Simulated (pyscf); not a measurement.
A first-order saddle from PySCF, ωB97X-D3(BJ)/def2-SVP:

```xyz
10

Si    -0.5693    -0.8217     0.2110
O     -0.8441     0.4610     1.2296
O      1.0641    -0.8640    -0.1273
H     -1.4278    -0.4099    -1.0797
H     -0.9560    -2.1327     0.8279
H     -0.2984     0.5210     2.0212
H      1.4542    -1.7187    -0.3351
N     -1.8033     0.6478    -1.9908
H     -0.8446     0.8895    -2.2861
H     -1.9929     1.3503    -1.2595
```
Charge 0, spin multiplicity 2.

Surface: doublet, charge 0. Lowest wavenumbers (cm⁻¹): 1157i, 50, 85, 146, 174.

Question: What reaction is this the transition state of?

Answer: `[OH][SiH2][OH]` + `[NH2]` [doublet] <-> `[OH][SiH][OH]` [doublet] + `[NH3]`, a hydrogen abstraction read from left to right: H–Si broken and H–N formed. At ωB97M-D3(BJ)/def2-TZVP it lies +0.28 eV from the left side and +0.88 eV from the right (each side as separated species at their lowest minima found). The same reactants have a lower exit, to H₂N–SiH(OH)–OH + H• (barrier -0.11 eV at ωB97M-D3(BJ)/def2-TZVP, against +0.28 eV here). One saddle was located; it need not be the lowest between these sides. The angle at the transferred H is 147°.
